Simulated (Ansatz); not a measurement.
```yaml
crystal:
  periodic: [false, false, false]
  atoms:
    - {symbol: C, position_ang: [-1.579149, -1.934518, 0.980629]}
    - {symbol: C, position_ang: [-0.767341, -1.300780, 0.147849]}
    - {symbol: O, position_ang: [-0.274627, -0.068371, 0.407469]}
    - {symbol: C, position_ang: [0.582614, 0.460370, -0.581771]}
    - {symbol: C, position_ang: [1.008760, 1.825241, -0.102056]}
    - {symbol: Cl, position_ang: [2.095934, 2.563454, -1.296493]}
    - {symbol: H, position_ang: [-1.944254, -2.918067, 0.722735]}
    - {symbol: H, position_ang: [-1.888436, -1.490130, 1.918101]}
    - {symbol: H, position_ang: [-0.450935, -1.739433, -0.796726]}
    - {symbol: H, position_ang: [0.061711, 0.544705, -1.542783]}
    - {symbol: H, position_ang: [1.460613, -0.181710, -0.718915]}
    - {symbol: H, position_ang: [1.545984, 1.756894, 0.842538]}
    - {symbol: H, position_ang: [0.149116, 2.482363, 0.019412]}
basis:
  gaussian: {orbitals: def2-TZVPP, final_grid: {core_spheres: 8, valence_spheres: 7, degree: 23}}
magnetization: {spin_polarized: true, initial_magnetization: 8}
hamiltonian: {xc: {name: RPBE}, dispersion: d3bj}
output: {forces: true}
```

```sh
$ ansatz run in.yaml --threads 2 --pin off --events-out ev --progress --plain --max-ram 32768MiB --backend cuda --devices 0, --max-vram 18GiB
```

Output, abridged:

```
Functional definition: RPBE
1578 factors; their error is unknown
mean field evaluation 1: about -18757.8093 eV, gradient 8.0e1 eV
mean field evaluation 2: about -16996.7701 eV, gradient 4.8e2 eV
mean field evaluation 4: about -18774.2968 eV, gradient 6.9e1 eV
mean field evaluation 8: about -18804.6537 eV, gradient 6.4e0 eV
mean field evaluation 16: about -18804.8784 eV, gradient 5.1e-2 eV
mean field evaluation 32: about -18804.8403 eV, gradient 9.1e-4 eV
mean field -18804.84025792 eV, -691.0651330999 hartree, gradient 6.0e-8 eV, S^2 20.010187; 10 other end points of the search recorded, 0 dependent functions left out
reference -18804.84030720 eV, -691.0651349110 hartree; 32, 24 occupied and 263, 271 virtual orbitals, 1578 factors
Total energy: -18806.13830838 eV, -691.1128355746 hartree
Atom 0 at    -1.579149    -1.934518     0.980629 Å, force    -5.199908    -3.539427     6.056590 eV/Å
Atom 1 at    -0.767341    -1.300780     0.147849 Å, force     3.698665    -0.499701    -6.485331 eV/Å
Atom 2 at    -0.274627    -0.068371     0.407469 Å, force     0.037145     2.798287     1.826967 eV/Å
Atom 3 at     0.582614     0.460370    -0.581771 Å, force     1.087743     2.008574     0.639230 eV/Å
Atom 4 at     1.008760     1.825241    -0.102056 Å, force    -2.016397    -2.574290     1.138505 eV/Å
Atom 5 at     2.095934     2.563454    -1.296493 Å, force     3.208475     2.587928    -3.157382 eV/Å
Atom 6 at    -1.944254    -2.918067     0.722735 Å, force    -0.301729    -0.594855     0.053538 eV/Å
Atom 7 at    -1.888436    -1.490130     1.918101 Å, force    -0.359636    -0.132718     0.338703 eV/Å
Atom 8 at    -0.450935    -1.739433    -0.796726 Å, force     0.195061     0.322061    -0.492202 eV/Å
Atom 9 at     0.061711     0.544705    -1.542783 Å, force    -1.368875    -0.338323    -1.887090 eV/Å
Atom 10 at     1.460613    -0.181710    -0.718915 Å, force     1.458870    -1.678739    -0.282823 eV/Å
Atom 11 at     1.545984     1.756894     0.842538 Å, force     1.500413    -0.041331     2.150650 eV/Å
Atom 12 at     0.149116     2.482363     0.019412 Å, force    -1.939825     1.682534     0.100644 eV/Å
Dipole moment:     0.107587     0.187877    -0.001374 e Å
```

**Question.** Something in this input is off. What?

**Answer.** The spin is set far too high for this molecule. Self-consistency was reached. The result belongs to that input, not to the molecule as meant.
